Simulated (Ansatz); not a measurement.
Ansatz (a program for electronic structure) input (B3LYP/6-311+G**): The .json file is the Basis Set Exchange's 6-311+G**.

Ansatz 0.2 input:
```yaml
crystal:
  periodic: [false, false, false]
  atoms:
    - {symbol: O, position_ang: [-1.26170112, 0.44861239, -0.01279754]}
    - {symbol: S, position_ang: [-0.01151049, -0.41288437, -0.00531408]}
    - {symbol: O, position_ang: [1.28472211, 0.37715635, 0.02342570]}
basis:
  gaussian:
    orbitals: 6-311+G__.json
hamiltonian:
  xc: {name: B3LYP}
total_charge: -1
magnetization: {spin_polarized: true, initial_magnetization: 1}
output: {forces: true}
```

From the last part of the output:

```
WARN ansatz: RAYON_NUM_THREADS=1 ignored (pool sized by the plan → 1); use --threads N
Functional definition: B3LYP
integrals: 0.02 GiB planned
652 factors; their error is unknown
mean field: 0.24 GiB planned
mean field evaluation 1: about -14928.7846 eV, gradient 2.7e1 eV
mean field evaluation 2: about -14922.4398 eV, gradient 5.2e1 eV
mean field evaluation 4: about -14931.5651 eV, gradient 1.3e0 eV
mean field evaluation 8: about -14931.5547 eV, gradient 9.9e-3 eV
mean field evaluation 16: about -14931.5547 eV, gradient 1.4e-5 eV
mean field -14931.55473951 eV, -548.7245157057 hartree, gradient 1.4e-5 eV, S^2 0.754124; 0 other end points of the search recorded, 0 dependent functions left out
the calculation of the forces begins
reference -14931.55494121 eV, -548.7245231180 hartree; 17, 16 occupied and 58, 59 virtual orbitals, 652 factors
Total energy: -14931.55494121 eV, -548.7245231180 hartree
Atom 0 at    -1.261701     0.448612    -0.012798 Å, force    -0.885208     0.496246    -0.006716 eV/Å
Atom 1 at    -0.011510    -0.412884    -0.005314 Å, force    -0.026263    -0.942074    -0.012125 eV/Å
Atom 2 at     1.284722     0.377156     0.023426 Å, force     0.911471     0.445828     0.018842 eV/Å
Dipole moment:    -0.011404    -0.409075    -0.005265 e Å
```

The dipole moment of an ion depends on the origin.
